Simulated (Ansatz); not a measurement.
Relaxation of C2H5 (7 atoms, charge 0, multiplicity 2), to a largest force component of 0.015 eV/Å in at most 40 steps.

All numbers below come from Ansatz, UKS r2SCAN/def2-SVP.

```xyz
7
Properties=species:S:1:pos:R:3:forces:R:3
C -0.126 -0.841 0.089 0.05 0.32 -0.15
C 0.094 0.600 -0.104 -0.03 -0.15 0.09
H -1.119 -1.243 0.109 -0.71 -0.36 0.04
H 0.693 -1.489 0.331 0.57 -0.54 0.19
H 1.075 0.796 -0.537 0.34 0.20 -0.19
H 0.058 1.141 0.853 0.00 0.26 0.27
H -0.676 1.036 -0.740 -0.23 0.28 -0.26
```

Task: Where does it end, and by what steps?

Result: The forces met the threshold. After 3 steps the energy has fallen by 0.032 eV; H3 moved furthest, 0.03 Å.

```
step  energy less start (eV)  largest force component (eV/Å)  accepted
   0                  0.0000                           0.712       yes
   1                 -0.0297                           0.164       yes
   2                 -0.0317                           0.027       yes
   3                 -0.0318                           0.005       yes
```

```xyz
7
Properties=species:S:1:pos:R:3
C -0.127 -0.852 0.084
C 0.095 0.603 -0.104
H -1.137 -1.269 0.117
H 0.701 -1.519 0.340
H 1.082 0.819 -0.544
H 0.059 1.158 0.857
H -0.674 1.060 -0.749
```

Whether the end is a true minimum wasn't checked by a vibrational analysis.

Time of the run: 13 s on 1 thread of Arm Neoverse V1, on a shared host, peak memory 0.13 GiB.
